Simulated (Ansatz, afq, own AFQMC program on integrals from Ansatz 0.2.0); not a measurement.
Integrals from Ansatz 0.2.0, then the random walk in our own AFQMC program (afq).

```yaml
crystal:
  periodic: [false, false, false]
  atoms:
    - {symbol: Si, position_ang: [-0.056321, 0.000000, 1.156776]}
    - {symbol: Al, position_ang: [0.030473, 0.000000, -1.350744]}
    - {symbol: H, position_ang: [0.376805, -1.189387, 1.962674]}
    - {symbol: H, position_ang: [0.376805, 1.189387, 1.962674]}
basis:
  gaussian: {orbitals: cc-pVDZ}
magnetization: {spin_polarized: true, initial_magnetization: 1}
correlation: {method: ccsd_t, electrons: outside_noble_gas, hamiltonian_folder: ham}
```

```sh
$ ansatz run in.yaml --threads 1 --pin off --events-out ev --progress --plain --max-ram 1382MiB
```

Options of the walk:

```
--method free --trial cisd --walkers 60 --time-step 0.03 --max-blocks 80 --target-error 0.00036 --factor-cut 1e-05 --seed 8551 --times 0,0.3,0.6,1.2,1.8,2.4,3.6,4.8,6 --taylor-order 8
```

Times are imaginary, in 1/Eh. The walk had a cap of 1011 s.

```
orbitals 36  electrons 5 4  factors 263 of 451
reference energy -531.95241206 Eh
CCSD correlation -0.16701725 Eh in 17 cycles, weight of the determinant in the CISD state 0.8174
repeat  energy at the last time / Eh  error
    10  -532.128613  0.001838
    20  -532.125603  0.002312
    30  -532.123030  0.002570
    40  -532.123571  0.001980
    50  -532.124431  0.001727
    60  -532.124969  0.001508
    70  -532.125030  0.001323
    80  -532.125316  0.001198
time / (1/Eh)  energy / Eh  error  mean overlap
  0.00  -532.119406  0.000128  1.2232
  0.30  -532.121764  0.000163  1.2265
  0.60  -532.123449  0.000162  1.2193
  1.20  -532.124484  0.000206  1.2233
  1.80  -532.125218  0.000276  1.2323
  2.40  -532.125745  0.000306  1.2289
  3.60  -532.125674  0.000450  1.2283
  4.80  -532.125540  0.000494  1.2541
  6.00  -532.125316  0.001198  1.2545
energy -532.125316 +/- 0.001198 Eh
```

**Question.** Estimate how long the walk took on 1 thread of Intel(R) Xeon(R) Processor @ 2.50GHz (Skylake/Cascade Lake), on a shared host.

**Answer.** 9 min of wall time.

The run failed at least one of its tests; the cautions name the faults.

Against this walk (error 32.6 meV) on the same determinant: CCSD(T) 23.8 meV higher (within the noise), CCSDT(Q) 23.8 meV lower (within the noise). The error is statistical, and a free projection of finite length keeps a remainder of its start. The determinant has ⟨S²⟩ = 0.98, so the low cluster orders mix in higher spin, and so can this walk. None of these is a sure reference here.

Cautions: remainder of the start not in the error; start is not spin pure; error above the target (32.6 against 9.8 meV); higher spins were not checked; strong correlation (T1 0.054, weight of the determinant 0.82, largest double 0.08); unrestricted determinant spin contaminated (⟨S²⟩ 0.98 against 0.75).

CCSDT and higher add their correlation energy to the determinant of the CCSD(T) run, since their own runs factorise the integrals more tightly (a shift of under 2 meV). A walk keeps the symmetry of its determinant, which the program's search chose and which needn't be the lowest solution, so a lower state of the same spin and another symmetry isn't excluded.
